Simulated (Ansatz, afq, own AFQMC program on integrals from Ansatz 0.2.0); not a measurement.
**AlGeH2, doublet in cc-pVDZ, levels against CCSDT(Q)**

```xyz
4

Ge    0.0000    0.0000    0.7334
Al    0.0000    0.0000   -1.7808
H     0.0000   -1.3746   -2.5938
H     0.0000    1.3746   -2.5938
```

Connectivity, by distances: Ge–AlH2.

Basis cc-pVDZ. Only valence electrons are correlated. AFQMC by an in-house program on the Cholesky factors that Ansatz 0.2.0 writes for its CCSD(T) run. ph-AFQMC/CISD is guided by a CISD state made of CCSD amplitudes; releasing the constraint for a short imaginary time cuts its bias at the price of noise, slowly where states lie close. ± is one standard error of the sampling. No spin–orbit coupling.

Determinant: ROHF, the one that the program's search chose, which needn't be the lowest solution. The geometry is a point of a scan.

No full CI on the walks' own integrals is used here; CCSDT(Q) serves as the reference and is uncertain by about the last step of the cluster series.

Cautions: no relativity below Rb; no spin-orbit coupling; inner d shell frozen; higher spins were not checked; a spin-contaminated unrestricted determinant lies lower (UHF 142 meV lower, ⟨S²⟩ 1.16); the released energies are still falling, so no released level is given (meV from the phaseless value at times in 1/Eh: -10 ± 9 at 0.24, -6 ± 9 at 0.51, -11 ± 11 at 0.99, -20 ± 12 at 1.62, -37 ± 12 at 2.40), though the last usable value meets CCSDT(Q) within the noise.

The T1 diagnostic is 0.0200. The weight of the determinant in the CISD state is 0.877 and the size of the correlated space is 9 electrons in 36 orbitals.

| level | correlation energy (eV) |
| --- | --- |
| MP2 | -3.2937 |
| CCSD | -4.2841 |
| CCSD(T) | -4.3891 |

Problem. Estimate where phaseless AFQMC with a CISD trial lies against CCSD(T) on the same integrals.

Solution. 1.6 ± 0.7 kJ/mol below CCSD(T).

Reference: CCSDT(Q), correlation energy -4.425 eV.

```csv
level,E − E(reference) (kJ/mol),share of correlation (%)
CCSD(T),3.4,99.20
CCSDT,0.5,99.88
ph-AFQMC/HF,6.3 ± 2.8,98.52
ph-AFQMC/CISD,1.8 ± 0.7,99.59
```

A walk keeps the symmetry of its determinant, which the program's search chose and which needn't be the lowest solution, so a lower state of the same spin and another symmetry isn't excluded.
